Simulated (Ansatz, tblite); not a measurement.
Cost and result up the ladder for H₂S₅ (7 atoms). Charge 0, multiplicity 1. Geometry: PBE-D4/def2-SVP.

```
atom   x (Å)   y (Å)   z (Å)
  S1  -1.409   1.558  -0.270
  S2  -1.585  -0.048   1.066
  S3   0.353  -0.602   1.651
  S4   1.053  -1.972   0.223
  S5   2.006  -0.865  -1.274
  H6  -1.319   2.564   0.653
  H7   0.901  -0.635  -2.049
```

Ansatz on 4 threads of Arm Neoverse V2 on a shared host; xTB runs through tblite on one thread. Times are rough, summed over both states, and most runs start from the orbitals of an earlier one. PBE0-D4/def2-TZVP serves as the yardstick here, not as an exact answer. The other state is a triplet.

The xTB rows come from tblite. HOMO above LUMO, or a gap near zero within one spin, warns that the state may not be the lowest or that an electron is smeared out.

xTB has no spin-polarisation term.

```tsv
level	functions	vertical triplet (eV)	difference from PBE0-D4/def2-TZVP (eV)	remarks
GFN2-xTB	47	3.06	-0.56	–
GFN1-xTB	49	3.67	0.05	–
r2SCAN-D4/def2-TZVP	197	3.42	-0.20	–
PBE0-D4/def2-TZVP (with forces)	197	3.62	0.00	–
PBE-D4/def2-TZVP	197	3.30	-0.32	gap within one spin near zero (triplet)
```

(1) Estimate how long each takes.

Answers

(1) GFN2-xTB 0.013 s; GFN1-xTB 0.016 s; PBE-D4/def2-TZVP 12 s; PBE0-D4/def2-TZVP (with forces) 28 s; r2SCAN-D4/def2-TZVP 29 s. On shared hardware such times vary by a factor of up to 3.
